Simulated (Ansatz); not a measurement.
Species: CHCl$_{2}$, net charge 0, doublet state. SMILES: Cl[CH]Cl

Atoms: C1, Cl2, Cl3, H4. Bonds: C1-Cl2, C1-Cl3, C1-H4.

Bond lengths (Å) and angles (degrees) optimised at HF/STO-3G with Ansatz (a program for electronic structure); HF/3-21G with Ansatz; HF/6-31G* with Ansatz, each started from the B3LYP-D3(BJ)/def2-TZVP structure (Ansatz) of the last column. A row stands for all coordinates that are equal there. 6-31G* holds six Cartesian d functions. No wavenumbers were computed at HF/STO-3G, so these may be saddle points.

| coordinate | HF/STO-3G | HF/3-21G | HF/6-31G* | B3LYP-D3(BJ)/def2-TZVP |
|---|---|---|---|---|
| C1-Cl2 | 1.772 | 1.800 | 1.712 | 1.704 |
| C1-H4 | 1.093 | 1.067 | 1.070 | 1.079 |
| Cl2-C1-Cl3 | 117.5 | 116.4 | 118.7 | 119.6 |
| Cl2-C1-H4 | 115.2 | 116.3 | 116.4 | 117.3 |

Mean signed difference of all 3 bond lengths from B3LYP-D3(BJ)/def2-TZVP: HF/STO-3G 0.051 Å, HF/3-21G 0.061 Å, HF/6-31G* 0.003 Å.
